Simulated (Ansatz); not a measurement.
Geometry optimisation, Ansatz, RKS LDA/def2-mTZVP.

The input (input.yaml):

```yaml
crystal:
  periodic: [false, false, false]
  atoms:
    - { symbol: B, position_ang: [0.0, 0.0, 0.0] }
    - { symbol: O, position_ang: [0.9238, 0.0, 1.3186] }
    - { symbol: H, position_ang: [0.0143, -0.2814, 1.6557] }
    - { symbol: H, position_ang: [1.3899, 0.0, 0.0173] }
    - { symbol: F, position_ang: [-1.1431, 0.0, -0.66] }
basis:
  gaussian: { orbitals: def2-mTZVP }
hamiltonian:
  xc: lda
relax:
  f_tol: 0.15
  max_steps: 25
  restrain:
    - { distance: [1, 3], at: 1.01, k: 30.0 }
    - { distance: [0, 1], at: 2.61, k: 30.0 }
    - { distance: [0, 3], at: 2.39, k: 30.0 }
output:
  orbitals: {}
```

Command:

```bash
$ ansatz run input.yaml --threads 1 --pin off --max-ram 2048MiB --backend cpu --events-out ev --progress --plain --runs-dir out
```

Q: Where does it end, and by what steps?

A: The run converged. The restraints hold the end off the free minimum. After 10 steps the energy has fallen by 1.737 eV (the restraints' own energy left out); B1 moved furthest, 0.96 Å. Parted: B1–O2 (1.61 → 2.61 Å). Joined: O2–H4 (1.38 → 0.99 Å).

| step | energy less start (eV) | largest force component (eV/Å) | accepted |
| --- | --- | --- | --- |
| 0 | 0.0000 | 7.229 | yes |
| 1 | 1.5788 | 8.159 | yes |
| 2 | 2.0003 | 11.544 | yes |
| 3 | 0.3259 | 7.754 | yes |
| 4 | -1.2468 | 1.789 | yes |
| 5 | -1.4712 | 2.038 | yes |
| 6 | -1.6060 | 0.978 | yes |
| 7 | -1.5402 | 3.125 | no |
| 8 | -1.6710 | 0.599 | yes |
| 9 | -1.7146 | 0.462 | yes |
| 10 | -1.7366 | 0.514 | yes |

```xyz
5
Properties=species:S:1:pos:R:3
B -0.358 -0.188 -0.875
O 0.919 0.265 1.352
H 0.623 -0.552 1.801
H 1.501 -0.075 0.623
F -1.499 0.269 -0.569
```

The run took 17 s on 1 thread of Arm Neoverse N1, on a shared host, peak memory 0.12 GiB.
